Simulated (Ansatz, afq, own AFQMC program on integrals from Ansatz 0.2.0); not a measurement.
BS, doublet: AFQMC among the cluster methods

```
atom   x (Å)   y (Å)   z (Å)
   B  0.0000  0.0000  0.0000
   S  0.0000  0.0000  3.0230
```

Basis 6-31G. Noble-gas cores (and the filled d shells of Ga–Kr and In–Xe) are frozen. AFQMC by an in-house program on the Cholesky factors that Ansatz 0.2.0 writes for its CCSD(T) run. The CISD trial takes its coefficients from CCSD amplitudes. Released means that phaseless walkers are propagated on without the constraint, phases kept. Uncertainties: one standard error, sampling alone.

Determinant: UHF, the one that the program's search chose, which needn't be the lowest solution. The geometry is a point of a scan.

Full CI on the same integrals is exact in this basis and with this determinant's frozen core.

Cautions: strong correlation (T1 0.092, weight of the determinant 0.69, largest double 0.27); unrestricted determinant spin contaminated (⟨S²⟩ 1.53 against 0.75); the released energies have errors that jump between times, so the bars are unsure, so no released level is given (meV from the phaseless value at times in 1/Eh: -9 ± 5 at 0.24, -17 ± 5 at 0.51, -54 ± 32 at 0.99, -28 ± 5 at 1.62, -36 ± 8 at 2.40), though the last usable value meets full CI within the noise.

```
T1 diagnostic                               : 0.0919
weight of the determinant in the CISD state : 0.689
⟨S²⟩ of the determinant                     : 1.532
size of the correlated space                : 9 electrons in 16 orbitals
```

```
  level  correlation energy (eV)
    MP2                  -1.2931
   CCSD                  -2.3748
CCSD(T)                  -2.4544
```

Problem. Estimate where full CI lies against CCSD(T) on the same integrals.

Solution. 6.6 kJ/mol below CCSD(T).

Reference: full CI, correlation energy -2.523 eV. The cautions show a poor starting determinant, so the rows tell how each method copes with it here, and full CI is the sure value.

```csv
level,E − E(reference) (kJ/mol),share of correlation (%)
CCSD(T),6.6,97.28
CCSDT,0.3,99.89
CCSDT(Q),-1.5,100.60
CCSDTQ,-0.1,100.03
ph-AFQMC/CISD,4.1 ± 0.5,98.32
```

CCSDT and higher add their correlation energy to the determinant of the CCSD(T) run, since their own runs factorise the integrals more tightly (a shift of under 2 meV).
